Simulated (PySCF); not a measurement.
PySCF input (PBE0/6-311G**):

```python
import numpy as np, basis_set_exchange as bse
from pyscf import gto, scf, dft, df
from pyscf.prop.polarizability import rks as pol

basis = {'Cl': gto.basis.parse(bse.get_basis('6-311G**', elements=['Cl'], fmt='nwchem'))}
mol = gto.M(
    atom='''
    Cl   -0.00000000   -0.00000000   -1.00677069
    Cl    0.00000000    0.00000000    1.00677069
    ''',
    basis=basis,
    charge=0,
    verbose=4,
    max_memory=1839,
)
mf = dft.RKS(mol, xc='pbe0')
mf.grids.level = 3
mf = mf.density_fit(auxbasis=df.autoaux(mol))
mf.conv_tol = 1e-9
mf.max_cycle = 100
print('smallest overlap eigenvalue', np.linalg.eigvalsh(mol.intor('int1e_ovlp'))[0])
mf.kernel()
dip = mf.dip_moment()
p = pol.Polarizability(mf)
p.max_cycle_cphf = 60
alpha = p.polarizability()
print('polarisability/bohr^3', alpha.trace() / 3)
```

Output:

```
PySCF version 2.14.0

[INPUT] verbose = 4
[INPUT] num. atoms = 2
[INPUT] num. electrons = 34
[INPUT] charge = 0
[INPUT] spin (= nelec alpha-beta = 2S) = 0
[INPUT] symmetry False subgroup None
[INPUT] Mole.unit = angstrom
[INPUT] Symbol           X                Y                Z      unit          X                Y                Z       unit  Magmom
[INPUT]  1 Cl     0.000000000000   0.000000000000  -1.006770690000 AA    0.000000000000   0.000000000000  -1.902520874339 Bohr   0.0
[INPUT]  2 Cl     0.000000000000   0.000000000000   1.006770690000 AA    0.000000000000   0.000000000000   1.902520874339 Bohr   0.0

nuclear repulsion = 75.9518604757356
number of shells = 24
number of NR pGTOs = 96
number of NR cGTOs = 52
basis = {'Cl': [[0, [105819.0, 0.000738], [15872.0, 0.005718], [3619.65, 0.029495], [1030.8, 0.117286], [339.908, 0.362949], [124.538, 0.584149]], [0, [124.538, 0.134177], [49.5135, 0.62425], [20.8056, 0.291756]], [0, [6.58346, 1.0]], [0, [2.56468, 1.0]], [0, [0.559763, 1.0]], [0, [0.183273, 1.0]], [1, [589.776, 0.002391], [139.849, 0.018504], [45.1413, 0.081377], [16.8733, 0.221552], [6.7411, 0.772569]], [1, [6.7411, -1.572244], [2.77152, 0.992389]], [1, [1.02387, 1.0]], [1, [0.381368, 1.0]], [1, [0.109437, 1.0]], [2, [0.75, 1.0]]]}
ecp = {}
ETB for Cl: l = 0, exps = 0.218874 * 1.8^n , n = 0..19
ETB for Cl: l = 1, exps = 0.218874 * 1.8^n , n = 0..16
ETB for Cl: l = 2, exps = 0.218874 * 1.8^n , n = 0..15
ETB for Cl: l = 3, exps = 0.859437 * 2.2^n , n = 0..4
smallest overlap eigenvalue 0.026702096089429157

******** <class 'pyscf.df.df_jk.DFRKS'> ********
method = DFRKS
initial guess = minao
damping factor = 0
level_shift factor = 0
DIIS = <class 'pyscf.scf.diis.CDIIS'>
diis_start_cycle = 1
diis_space = 8
diis_damp = 0
SCF conv_tol = 1e-09
SCF conv_tol_grad = None
SCF max_cycles = 100
direct_scf = False
XC library pyscf.dft.libxc version 7.1.2
    S. Lehtola, C. Steigemann, M. J. T. Oliveira, and M. A. L. Marques,  SoftwareX 7, 1–5 (2018)
XC functionals = pbe0
    C. Adamo and V. Barone,  J. Chem. Phys. 110, 6158 (1999)
    M. Ernzerhof and G. E. Scuseria,  J. Chem. Phys. 110, 5029 (1999)
radial grids:
    Treutler-Ahlrichs [JCP 102, 346 (1995); DOI:10.1063/1.469408] (M4) radial grids

becke partition: Becke, JCP 88, 2547 (1988); DOI:10.1063/1.454033
pruning grids: <function nwchem_prune>
grids dens level: 3
symmetrized grids: False
atomic radii adjust function: <function treutler_atomic_radii_adjust>
small_rho_cutoff = 0
Set gradient conv threshold to 3.16228e-05
Initial guess from minao.
tot grids = 37760
******** <class 'pyscf.df.df.DF'> ********
auxbasis = {'Cl': [[0, [np.float64(15501.430297930427), 1]], [0, [np.float64(8611.905721072459), 1]], [0, [np.float64(4784.392067262477), 1]], [0, [np.float64(2657.995592923598), 1]], [0, [np.float64(1476.664218290888), 1]], [0, [np.float64(820.3690101616044), 1]], [0, [np.float64(455.7605612008913), 1]], [0, [np.float64(253.20031177827295), 1]], [0, [np.float64(140.66683987681827), 1]], [0, [np.float64(78.14824437601017), 1]], [0, [np.float64(43.41569132000564), 1]], [0, [np.float64(24.119828511114246), 1]], [0, [np.float64(13.399904728396804), 1]], [0, [np.float64(7.444391515776001), 1]], [0, [np.float64(4.13577306432), 1]], [0, [np.float64(2.2976517024), 1]], [0, [np.float64(1.2764731680000003), 1]], [0, [np.float64(0.7091517600000001), 1]], [0, [np.float64(0.3939732), 1]], [0, [np.float64(0.218874), 1]], [1, [np.float64(2657.995592923598), 1]], [1, [np.float64(1476.664218290888), 1]], [1, [np.float64(820.3690101616044), 1]], [1, [np.float64(455.7605612008913), 1]], [1, [np.float64(253.20031177827295), 1]], [1, [np.float64(140.66683987681827), 1]], [1, [np.float64(78.14824437601017), 1]], [1, [np.float64(43.41569132000564), 1]], [1, [np.float64(24.119828511114246), 1]], [1, [np.float64(13.399904728396804), 1]], [1, [np.float64(7.444391515776001), 1]], [1, [np.float64(4.13577306432), 1]], [1, [np.float64(2.2976517024), 1]], [1, [np.float64(1.2764731680000003), 1]], [1, [np.float64(0.7091517600000001), 1]], [1, [np.float64(0.3939732), 1]], [1, [np.float64(0.218874), 1]], [2, [np.float64(1476.664218290888), 1]], [2, [np.float64(820.3690101616044), 1]], [2, [np.float64(455.7605612008913), 1]], [2, [np.float64(253.20031177827295), 1]], [2, [np.float64(140.66683987681827), 1]], [2, [np.float64(78.14824437601017), 1]], [2, [np.float64(43.41569132000564), 1]], [2, [np.float64(24.119828511114246), 1]], [2, [np.float64(13.399904728396804), 1]], [2, [np.float64(7.444391515776001), 1]], [2, [np.float64(4.13577306432), 1]], [2, [np.float64(2.2976517024), 1]], [2, [np.float64(1.2764731680000003), 1]], [2, [np.float64(0.7091517600000001), 1]], [2, [np.float64(0.3939732), 1]], [2, [np.float64(0.218874), 1]], [3, [np.float64(20.132827387200006), 1]], [3, [np.float64(9.151285176000004), 1]], [3, [np.float64(4.15967508), 1]], [3, [np.float64(1.8907614000000001), 1]], [3, [np.float64(0.859437), 1]]]}
init E= -920.160033764833
  HOMO = -0.320191508034109  LUMO = -0.164382829389586  gap/eV = 4.23977
cycle= 1 E= -920.063472351051  delta_E= 0.0966  |g|= 0.197  |ddm|= 1.44
  HOMO = -0.33580161089511  LUMO = -0.141136372621842  gap/eV = 5.29711
cycle= 2 E= -920.066138313138  delta_E= -0.00267  |g|= 0.108  |ddm|= 0.189
  HOMO = -0.324741799429335  LUMO = -0.126878861186737  gap/eV = 5.38412
cycle= 3 E= -920.068739652641  delta_E= -0.0026  |g|= 0.0266  |ddm|= 0.108
  HOMO = -0.329018870714652  LUMO = -0.130952040885936  gap/eV = 5.38967
cycle= 4 E= -920.068915218075  delta_E= -0.000176  |g|= 0.00213  |ddm|= 0.0246
  HOMO = -0.328533640629463  LUMO = -0.130430115682213  gap/eV = 5.39067
cycle= 5 E= -920.068916086556  delta_E= -8.68e-07  |g|= 0.000164  |ddm|= 0.00241
  HOMO = -0.328526445221777  LUMO = -0.13040731617144  gap/eV = 5.39110
cycle= 6 E= -920.068916091138  delta_E= -4.58e-09  |g|= 1.54e-05  |ddm|= 0.000151
  HOMO = -0.32853102909714  LUMO = -0.130412000883559  gap/eV = 5.39109
cycle= 7 E= -920.068916091211  delta_E= -7.25e-11  |g|= 3.28e-07  |ddm|= 2.05e-05
  HOMO = -0.328530963968224  LUMO = -0.130411934013714  gap/eV = 5.39109
Extra cycle  E= -920.068916091211  delta_E= -4.55e-13  |g|= 1.37e-07  |ddm|= 4.81e-07
converged SCF energy = -920.068916091211
Dipole moment(X, Y, Z, Debye): -0.00000, -0.00000, -0.00000
Isotropic polarizability 17.3193407048
Polarizability anisotropy 23.5985726055
polarisability/bohr^3 17.31934070484056
```
